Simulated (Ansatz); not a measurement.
# BClH3: the cost of one run

Computed with Ansatz 0.2.0, Gaussian basis. Level: the settings change from run to run.

12 further runs of the same task are left out: 5 for a known fault of the program, 1 for a mislabelled method, 6 that didn't finish.

### Step 1. What is computed

The geometry derives from fragments relaxed apart (PBE0/def2-TZVP) and kept rigid, so it is no stationary point. A hydrogen atom is moved between rigid fragments.

5 atoms, charge 0, spin multiplicity 2.

Atoms are counted from 1 here; the program's logs count them from 0.

Bond lengths: B3–H4 1.191 Å, B3–H5 1.191 Å. Angles: H4–B3–H5 129.4°.

### Step 2. CCSDT(Q) on ROHF/STO-3G

Contents of in.yaml:

```yaml
crystal:
  periodic: [false, false, false]
  atoms:
    - {symbol: Cl, position_ang: [-0.861883, 0.000000, 0.000000]}
    - {symbol: H, position_ang: [0.790117, 0.000000, 0.000000]}
    - {symbol: B, position_ang: [2.240117, 0.000000, 0.000000]}
    - {symbol: H, position_ang: [2.749190, 0.000000, 1.077008]}
    - {symbol: H, position_ang: [2.749190, 0.000000, -1.077008]}
basis:
  gaussian: {orbitals: STO-3G, fitting: {mean_field: def2-universal-jkfit}}
magnetization: {spin_polarized: false, initial_magnetization: 1}
correlation: {method: ccsdt_q, electrons: outside_noble_gas}
accuracy: high
output: {forces: true}
```

Started as:

```console
ansatz run in.yaml --threads 1 --pin off --events-out ev --progress --plain --max-ram 2393MiB
```

What time and memory should one allow on 1 thread of Intel Xeon Platinum 8375C at 2.90GHz, shared host?

About 12 s, with a peak of 0.3 GiB.
